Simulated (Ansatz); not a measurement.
**LiCuSn₂: Seebeck coefficient and carrier response**

Computed with Ansatz, DFT PBE, scalar-relativistic, plane waves, PAW. Cutoff 420 eV, 12×12×8 k-points (Γ-centred), Fermi-Dirac smearing of 0.15 eV. No spin polarisation.

Equilibrium structure at this level:
```xyz
4
Lattice="4.2394 0.0000 0.0000 -2.1197 3.6715 0.0000 0.0000 0.0000 5.5110" Properties=species:S:1:pos:R:3 pbc="T T T"
Li    0.0000    0.0000    2.7555
Cu    0.0000    0.0000    0.0000
Sn    0.0000    2.4476    1.0985
Sn    2.1197    1.2238    4.4125
```

The cell was built by swapping an element in a database structure (itself possibly hypothetical) and relaxing; it need not be the stable form of this composition. In a metal these results depend on the k mesh and the smearing. Spin–orbit coupling is left out, which matters for heavy elements.

Constant relaxation time and rigid bands. The levels are interpolated over the whole zone and filled by a Fermi function at the stated temperature, with the chemical potential set by the electron count. Seebeck coefficients of a few μV/K are small differences and uncertain even in sign.

Question: Give the Drude plasma energies, the density of states at the chemical potential and σ/τ at 300 K.

Answer:
| Item | Value |
| --- | --- |
| Plasma energy xx, yy, zz | 6.97, 6.97, 4.90 eV |
| Density of states (thermally broadened) | 1.37 states/eV/cell |
| Conductivity over τ, xx, yy, zz | 9.9, 9.9, 4.9 ×10²⁰ (Ω·m·s)⁻¹ |

Question: And the Seebeck coefficient (μV/K)?

Answer:
| T (K) | Sxx | Syy | Szz |
| --- | --- | --- | --- |
| 300 | 0.1 | 0.1 | 1.2 |
| 600 | 0.2 | 0.2 | 2.3 |
| 900 | 0.1 | 0.1 | 3.1 |